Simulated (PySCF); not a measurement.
BF₂ + 2 HCl → BCl₂ + 2 HF

Level: PBE0 in the def2-TZVP basis family, all electrons, no relativity, computed in PySCF with density fitting; open shells unrestricted.

```
species                              state and structure      E (Eh)  ZPE (kJ/mol)  H(298 K) − H(0) (kJ/mol)  S° (J/(mol K))
    BF₂     doublet, C2v, B–F 1.306 Å (×2); F–B–F 121.1°  -224.44583          18.7                      10.5           246.6
    HCl                       singlet, C∞v, H–Cl 1.279 Å  -460.66440          17.9                       8.7           186.6
   BCl₂  doublet, C2v, B–Cl 1.720 Å (×2); Cl–B–Cl 125.5°  -944.95072          11.9                      11.5           270.1
     HF                        singlet, C∞v, H–F 0.920 Å  -100.39188          24.9                       8.7           173.6
```

Problem. What is the electronic reaction energy?

Solution. At PBE0/def2-TZVP, ΔE = 105.4 kJ/mol from the differences of the total energies times 2625.5, uphill. 

Problem. Add zero-point, thermal and entropy terms for 298.15 K and 1 bar.

Solution. ΔZPE = 7.2 and Δ[H(298) − H(0)] = 1.0 kJ/mol give ΔH° = 113.6 kJ/mol. ΔS° = -2.5 J/(mol K), so ΔG° = 113.6 − 298.15 × (-0.0025) = 114 kJ/mol and log₁₀K = -20.0.

Only the bonding shown was studied: isomers, or loss of a ligand pair, can lie lower.
